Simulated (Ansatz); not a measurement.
C2H3F, SMILES `C[C]F` (lower singlet) (charge 0, multiplicity 1). This singlet lies 0.87 eV below the relaxed triplet at the level frozen-core CCSD(T)/cc-pVTZ // B3LYP-D3(BJ)/def2-TZVP (Ansatz, a first-principles code).

Level of theory: frozen-core CCSDT(Q)/cc-pVDZ // B3LYP-D3(BJ)/def2-TZVP (Ansatz).

Ansatz 0.2 input:
```yaml
crystal:
  periodic: [false, false, false]
  atoms:
    - { symbol: C, position_ang: [-0.414402, 0.038164, -0.001924] }
    - { symbol: C, position_ang: [0.866818, -0.689456, 0.160631] }
    - { symbol: F, position_ang: [1.848091, 0.157368, -0.114039] }
    - { symbol: H, position_ang: [-1.041772, -0.561553, -0.670706] }
    - { symbol: H, position_ang: [-0.919683, -0.017889, 0.970654] }
    - { symbol: H, position_ang: [-0.339053, 1.073366, -0.344615] }
basis:
  gaussian: { orbitals: cc-pVDZ }
correlation:
  method: ccsdt_q
```

Output:

```
Functional definition: HF
1076 factors; integrals over basis functions are off by at most 2.0e-7 eV
mean field evaluation 1: about -4809.8776 eV, gradient 2.5e1 eV
mean field evaluation 2: about -4809.8801 eV, gradient 2.5e1 eV
mean field evaluation 4: about -4811.5002 eV, gradient 3.3e0 eV
mean field evaluation 8: about -4811.5461 eV, gradient 4.8e-4 eV
mean field evaluation 16: about -4811.5431 eV, gradient 2.8e-1 eV
mean field -4811.54611914 eV, -176.8210584955 hartree, gradient 1.1e-6 eV, S^2 0.000000; 0 other end points of the search recorded, 0 dependent functions left out; unrestricted orbitals would lower it
3 core orbitals not correlated
reference -4811.54611914 eV, -176.8210584955 hartree; 9, 9 occupied and 45, 45 virtual orbitals, 1076 factors
second order -11.94510098 eV of doubles, -0.00000000 eV of singles
cycle   1  -12.39337124 eV  change   -4.5e-1 eV  update   1.0e-1
cycle   2  -12.90574653 eV  change   -5.1e-1 eV  update   5.3e-2
cycle   3  -13.25741440 eV  change   -3.5e-1 eV  update   2.8e-2
cycle   4  -13.24021595 eV  change    1.7e-2 eV  update   1.0e-2
cycle   5  -13.21951803 eV  change    2.1e-2 eV  update   6.0e-3
cycle   6  -13.22819474 eV  change   -8.7e-3 eV  update   2.9e-3
cycle   7  -13.23107751 eV  change   -2.9e-3 eV  update   1.7e-3
cycle   8  -13.23006166 eV  change    1.0e-3 eV  update   9.4e-4
cycle   9  -13.22992825 eV  change    1.3e-4 eV  update   4.5e-4
cycle  10  -13.23074082 eV  change   -8.1e-4 eV  update   2.1e-4
cycle  11  -13.23024982 eV  change    4.9e-4 eV  update   9.9e-5
cycle  12  -13.23036631 eV  change   -1.2e-4 eV  update   4.3e-5
cycle  13  -13.23037947 eV  change   -1.3e-5 eV  update   2.2e-5
cycle  14  -13.23037414 eV  change    5.3e-6 eV  update   7.5e-6
cycle  15  -13.23037340 eV  change    7.4e-7 eV  update   3.6e-6
cycle  16  -13.23037728 eV  change   -3.9e-6 eV  update   1.9e-6
cycle  17  -13.23037744 eV  change   -1.7e-7 eV  update   1.0e-6
perturbative correction -0.02658104 eV, -0.0009768354 hartree
Total energy: -4824.80307763 eV, -177.3082427339 hartree
```
